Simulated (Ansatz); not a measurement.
# Telling isomers of CH2OSi apart by their spectra

These gas-phase data were calculated for one isomer of CH2OSi at B3LYP/6-31G* (harmonic, unscaled wavenumbers; equilibrium rotational constants with average atomic masses):

| Quantity | Value |
| --- | --- |
| rotational constants | 191.7, 6.183, 6.124 GHz |
| all wavenumbers above 1500 cm⁻¹ | 3249, 3155 |

Candidates:

(1) `C=[Si]=O`, a singlet
(2) `C1O[Si]1`, a singlet

Assign the data to one candidate and say why. Where the bands don't settle it, estimate the moments of inertia from typical bond lengths.

Candidate (1). The rotational constants decide: (2) would give 27.27, 11.87, 8.747 GHz.

The same quantities for all candidates:

```
     rotational constants (GHz)  wavenumbers above 1500 cm⁻¹  E above the lowest, B3LYP/6-31G* (kcal/mol)
(1)         191.7, 6.183, 6.124                   3249, 3155                                         18.0
(2)         27.27, 11.87, 8.747             3174, 3096, 1512                                          0.0
```

Harmonic stretches to hydrogen usually lie a few per cent above observed fundamentals. Programs: Ansatz 0.2.0.
